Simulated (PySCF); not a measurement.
Redox energetics: methanethiol

Parent: methanethiol, `CS` (CH4S). Optimised structure (Å), atoms numbered from 1:
```
C    -0.4914   -0.0057    0.0002
S     1.1416    0.7739   -0.1143
H    -0.6329   -0.5125    0.9643
H    -1.2256    0.8076   -0.0749
H    -0.6661   -0.7087   -0.8254
H     1.8778   -0.3510    0.0068
```

Level of theory: ωB97X-D3(BJ)/ma-def2-TZVP single points in PySCF, grid level 2; every species was optimised with PBE0-D3(BJ)/ma-def2-SVP. Thermal corrections: PBE0-D3(BJ)/ma-def2-SVP frequencies, unscaled, ideal gas at 298.15 K and 1 bar, quasi-RRHO entropy.

Frontier levels of the parent: HOMO -9.31 eV, LUMO 1.11 eV.

Oxidation to the radical cation:
- Vertical ionisation energy (electronic): 9.50 eV
- Adiabatic ionisation energy (with zero-point energy): 9.42 eV
- Adiabatic, electronic part: 9.46 eV
- Vertical gap at the product's structure: 9.40 eV
- Inner reorganisation energy (four-point): 107 meV
- Relaxation of product / of parent: 47 / 61 meV
- ⟨S²⟩ of the product: 0.755
- Largest spin populations: S2 0.95
- Largest changes of atomic charge: S2 0.72, H (on S2) 0.09
- Distances that move most (Å): C1–S2 1.813 → 1.769; S2–H 1.350 → 1.366; C1–H 1.098 → 1.108; C1–H 1.098 → 1.107
- Potential in dichloromethane: 6.87 V absolute, 2.17 V against Fc+/Fc computed at 4.70 V (solvation -11 → -255 kJ/mol)

Vertical electron affinity to the radical anion: -1.01 eV. The extra electron is not bound at this structure, the number hangs on the basis, and the ion was not relaxed.

Solvents are IEF-PCM continua (electrostatics only, gas-phase structures); absolute potentials refer to an electron at rest in vacuum. Fc+/Fc in dichloromethane, 4.70 V, is ωB97X-D3(BJ)/ma-def2-TZVP on PBE0-D3(BJ)/def2-SVP structures with GFN2-xTB thermal terms. Benchmark calculations put it near 5.0 V in acetonitrile and DMSO, so it is about 0.3 V low, and the value against it can read up to that much too high.

Measured values (NIST Chemistry WebBook, evaluated or the median of agreeing entries): adiabatic ionisation energy 9.44 eV (computed 9.42, difference -0.02).

Run with `OMP_NUM_THREADS=1 python redox_run.py task.json out` on 1 thread of Intel Xeon Platinum 8488C, a shared host. Structures, frequencies and single points: 110 s of wall time.
